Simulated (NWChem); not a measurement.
Polarisability of nitrogen (N₂)

```xyz
2

N      0.0000     0.0000     0.5502
N      0.0000     0.0000    -0.5502
```
Charge 0, spin multiplicity 1.

All runs are NWChem calculations. All single points use one geometry, from B3LYP/def2-SVP, a minimum by its harmonic frequencies.

Basis set: aug-cc-pVDZ. The field's frequency is 0.0428 Ha (1065 nm).

The correlated methods keep 2 core orbitals frozen. B3LYP has NWChem's definition, with VWN1-RPA local correlation. No row is a measurement; the coupled-cluster row has its own basis-set and correlation limits.

```csv
method,isotropic polarisability (bohr³)
B3LYP,(withheld)
HF,11.38
PBE,(withheld)
LDA (SVWN5),(withheld)
CCSD linear response,(withheld)
```

Question: What belongs in the gaps?

Answer: 
- B3LYP, isotropic polarisability (bohr³): 11.85
- PBE, isotropic polarisability (bohr³): 12.09
- LDA (SVWN5), isotropic polarisability (bohr³): 12.13
- CCSD linear response, isotropic polarisability (bohr³): 11.65
